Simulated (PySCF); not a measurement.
Ionisation energy of Si by level of theory

Si [Ne] 3s2 3p2 (3P) → Si⁺ [Ne] 3s2 3p1 (2P), as a difference of total energies. Computed with PySCF 2.14 in ANO-RCC-VTZP, with the spin-free X2C one-electron Hamiltonian (Gaussian nucleus). Correlated levels: valence: [Ne] frozen; valence and next inner shell: 1s2 frozen. The calculations carry no spin-orbit coupling.

Order these methods by the ionisation energy they give, lowest first.
A. r2SCAN0
B. MP2 (valence)
C. LDA
D. r2SCAN

B (8.036 eV), C (8.233 eV), A (8.294 eV), D (8.319 eV).

Errors of the correlated levels include the incompleteness of this basis and the frozen core.

For comparison: 8.157 eV (measured; NIST levels, between the centres of gravity of the two terms).
